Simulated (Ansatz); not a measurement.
# [BH$_{2}$···H···CH$_{2}$], triplet in cc-pVDZ: errors against UCCSDT(Q)

Geometry: a point of a hydrogen-transfer path between rigid fragments, not a stationary point.

```xyz
7

B    -1.5286    0.0000    0.0000
H    -2.1253    1.0336    0.0000
H    -2.1253   -1.0336    0.0000
H    -0.0466    0.0000    0.0000
C     1.4274    0.0000    0.0000
H     1.8419    0.0000    0.9962
H     1.8419    0.0000   -0.9962
```

Basis cc-pVDZ; Ansatz 0.2.0. Correlated methods freeze the noble-gas cores, which leaves 12 electrons in 51 orbitals. Prefix R: restricted or restricted open-shell reference; prefix U: unrestricted. Active spaces: pair = (4e, 4o) about the gap.

Full CI isn't at hand for all of this; UCCSDT(Q) serves as the reference, and is uncertain by about the last step of the cluster series. The frozen core follows each run's orbitals, which can shift R against U totals by a few meV.

For open shells CISD is restricted-active-space CI with the open shells as a complete middle space.

```
UHF ⟨S²⟩                          : 2.052
T1 diagnostic (RCCSD)             : 0.0261
largest doubles amplitude (RCCSD) : 0.045
T1 diagnostic (UCCSD)             : 0.0142
```

```
              level  E − E(UCCSDT(Q)) (kJ/mol)  share of correlation (%)  wall time
                RHF                      695.4                      0.00          –
                UHF                      658.3                      5.32          –
               RMP2                      133.0                     80.88          –
               UMP2                      135.7                     80.48          –
               CISD                       70.7                     89.83        7 s
              RCCSD                       17.1                     97.54          –
              UCCSD                       16.3                     97.66          –
           RCCSD(T)                        3.2                     99.54      7.5 s
           UCCSD(T)                        3.3                     99.52      7.5 s
            BCCD(T)                        3.3                     99.53        3 s
             RCCSDT                        0.7                     99.90          –
             UCCSDT                        0.6                     99.92          –
          RCCSDT(Q)                        0.1                     99.99       87 s
CASSCF (pair space)                      626.8                      9.87          –
NEVPT2 (pair space)                      128.7                     81.49      1.4 s
```

The correlation energy at UCCSDT(Q), counted from RHF, is -7.207 eV. That run took 75 s on 1 thread of Arm Neoverse V2, shared host.

Times hold each run's SCF and search for its determinant on a shared host, so for small cases they say little of a method's own cost; they ran on 1 thread of Arm Neoverse V2.
